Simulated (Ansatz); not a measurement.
Process, species as SMILES: [N]=O (N-O) → N atom + O atom
B3LYP-D3(BJ)/def2-TZVP geometries, fixed; electronic energies without zero-point terms.
Largest species:
```
N
O 1 1.1449
```
Charge 0, spin multiplicity 2.

Energies in hartree at CCSD(T) with Ansatz (a quantum-chemistry and plane-wave program); the atomisation energy is their sum with the coefficients shown, times 627.509 kcal/mol a hartree. All functions are spherical. Cores are frozen. Open shells are unrestricted. No added dispersion term, no relativity.

| species | coefficient | part | cc-pVDZ | cc-pVTZ | cc-pVQZ |
|---|---|---|---|---|---|
| [N]=O (N-O) | -1 | Hartree-Fock | -129.26108 | -129.29743 | -129.30715 |
| [N]=O (N-O) | -1 | correlation | -0.33650 | -0.41925 | -0.44720 |
| N atom | +1 | Hartree-Fock | -54.39111 | -54.40069 | -54.40372 |
| N atom | +1 | correlation | -0.08739 | -0.11402 | -0.12111 |
| O atom | +1 | Hartree-Fock | -74.79217 | -74.81176 | -74.81729 |
| O atom | +1 | correlation | -0.11778 | -0.16221 | -0.17627 |

### Question
Predict the atomisation energy in cc-pV5Z (X = 5): let each Hartree-Fock step shrink by the ratio of the last two, and fit each correlation energy at X = 3 and 4 to E + A/X^3. Compare with the run.

### Answer

- [N]=O (N-O): steps -0.03635 and -0.00972, ratio 0.267, so Hartree-Fock -129.30975 (run: -129.30949); A = (-0.41925 - (-0.44720))/(1/27 - 1/64) = 1.3053, correlation -0.44720 - A/64 + A/125 = -0.45715 (run: -0.45728).
- N atom: steps -0.00958 and -0.00303, ratio 0.316, so Hartree-Fock -54.40468 (run: -54.40444); A = (-0.11402 - (-0.12111))/(1/27 - 1/64) = 0.3311, correlation -0.12111 - A/64 + A/125 = -0.12363 (run: -0.12350).
- O atom: steps -0.01959 and -0.00553, ratio 0.282, so Hartree-Fock -74.81885 (run: -74.81878); A = (-0.16221 - (-0.17627))/(1/27 - 1/64) = 0.6566, correlation -0.17627 - A/64 + A/125 = -0.18128 (run: -0.18133).
Predicted 149.64 kcal/mol; the run in cc-pV5Z gives 149.80, a miss of -0.16. Keeping the value in cc-pVQZ, 148.07, would miss by -1.73. All sums are of the energies as printed.
